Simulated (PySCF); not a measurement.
# Fractional electron number in Al (aluminium, neutral)

The 3p alpha orbital of [Ne] 3s2 3p1 is emptied in steps (occupation f), with all orbitals relaxed, ending at [Ne] 3s2. All numbers are calculated (PySCF 2.14, the non-relativistic Hamiltonian (point nucleus), in aug-cc-pV(D+d)Z). The exact energy is a straight line in f; departures are measured from the line between the end points of the same method.

```
  f  UHF (eV)  LDA (eV)  PBE (eV)  PBE0 (eV)  r2SCAN (eV)  LC-wPBE (eV)  BHandHLYP (eV)  wB97X (eV)  HSE06 (eV)  r2SCAN0 (eV)
  1     0.000     0.000     0.000      0.000        0.000         0.000           0.000       0.000       0.000         0.000
0.9     0.028    -0.274    -0.270     -0.197       -0.253         0.000          -0.129      -0.016      -0.231        -0.186
0.7     0.065    -0.645    -0.635     -0.461       -0.590         0.001          -0.302      -0.036      -0.541        -0.431
0.5     0.075    -0.775    -0.759     -0.548       -0.697         0.005          -0.360      -0.040      -0.643        -0.507
0.3     0.062    -0.654    -0.637     -0.458       -0.579         0.007          -0.302      -0.032      -0.538        -0.419
0.1     0.026    -0.281    -0.271     -0.194       -0.244         0.005          -0.129      -0.014      -0.228        -0.175
  0     0.000     0.000     0.000      0.000        0.000         0.000           0.000       0.000       0.000         0.000
```

| method | E(f=0) − E(f=1) (eV) | −ε at f=1 (eV) | −ε at f=0.5 (eV) |
| --- | --- | --- | --- |
| UHF | 5.599 | 5.918 | 5.591 |
| LDA | 6.039 | 3.016 | 6.012 |
| PBE | 6.086 | 3.100 | 6.078 |
| PBE0 | 6.100 | 3.911 | 6.109 |
| r2SCAN | 6.175 | 3.358 | 6.207 |
| LC-wPBE | 6.197 | 6.190 | 6.215 |
| BHandHLYP | 5.911 | 4.474 | 5.913 |
| wB97X | 5.962 | 5.780 | 5.974 |
| HSE06 | 6.092 | 3.527 | 6.098 |
| r2SCAN0 | 6.167 | 4.096 | 6.202 |

Orbital energy along the path (eV):

| f | UHF | LDA | PBE | PBE0 | r2SCAN | LC-wPBE | BHandHLYP | wB97X | HSE06 | r2SCAN0 |
| --- | --- | --- | --- | --- | --- | --- | --- | --- | --- | --- |
| 1 | -5.918 | -3.016 | -3.100 | -3.911 | -3.358 | -6.190 | -4.474 | -5.780 | -3.527 | -4.096 |
| 0.9 | -5.848 | -3.590 | -3.673 | -4.343 | -3.924 | -6.198 | -4.759 | -5.822 | -4.033 | -4.520 |
| 0.7 | -5.715 | -4.780 | -4.858 | -5.221 | -5.068 | -6.211 | -5.334 | -5.904 | -5.060 | -5.368 |
| 0.5 | -5.591 | -6.012 | -6.078 | -6.109 | -6.207 | -6.215 | -5.913 | -5.974 | -6.098 | -6.202 |
| 0.3 | -5.474 | -7.272 | -7.309 | -6.992 | -7.318 | -6.204 | -6.490 | -6.027 | -7.134 | -7.007 |
| 0.1 | -5.365 | -8.538 | -8.513 | -7.841 | -8.370 | -6.163 | -7.059 | -6.083 | -8.137 | -7.749 |
| 0 | -5.313 | -9.161 | -9.078 | -8.233 | -8.848 | -6.125 | -7.339 | -6.126 | -8.608 | -8.070 |

Reference removal energy between the ground levels: 5.986 eV (measured; NIST Atomic Spectra Database, ionization energies). The calculation has no spin-orbit coupling. UHF lacks correlation.
